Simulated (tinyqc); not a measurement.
Stretching all distances: RHF, UHF, MP2, CISD and CCSD against full CI in the sto-6g basis, for H2O, spin multiplicity 1. Computed by the program tinyqc with PySCF. All coordinates are multiplied by the scale. c0^2 is the weight of the RHF determinant in the lowest singlet FCI state (UHF is spin-contaminated and may lie near states of higher spin) and n(LUMO) the first natural occupation beyond the occupied space.

Geometry (angstrom):
```
atom       x        y       z
O     0.0000   0.0000  0.0000
H     0.0000   0.8010  0.4820
H     0.0000  -0.7990  0.4810
```

Full CI energy (hartree) and errors against it (kcal/mol):
```
scale  distance 1-2 (angstrom)     E(FCI)      RHF     UHF     MP2    CISD    CCSD  <S^2> UHF   c0^2  n(LUMO)
0.880                    0.823  -75.62766   21.167  21.167   5.471   0.182   0.053      0.000  0.986    0.015
1.180                    1.103  -75.71172   44.038  44.038  14.151   1.144   0.190      0.000  0.950    0.054
1.480                    1.384  -75.62193   85.507  65.542  31.010   5.832   0.560      0.883  0.853    0.168
1.780                    1.664  -75.53528  145.435  36.791  54.049  18.650  -0.142      1.610  0.681    0.379
2.070                    1.935  -75.48767  213.579  14.289  80.917  39.088  -6.089      1.862  0.465    0.622
```

What does the comparison show, and why?

UHF parts from RHF first at scale 1.48 of those listed, where <S^2> leaves zero. The weight c0^2 goes from 0.99 to 0.46 and n(LUMO) from 0.01 to 0.62: static correlation grows as the bonds break into open-shell fragments. The spread of the error along the curve, which distorts its shape, is CCSD 6.6, CISD 38.9, UHF 51.3, MP2 75.4, RHF 192.4 kcal/mol. Below FCI somewhere: CCSD, as non-variational methods may be.
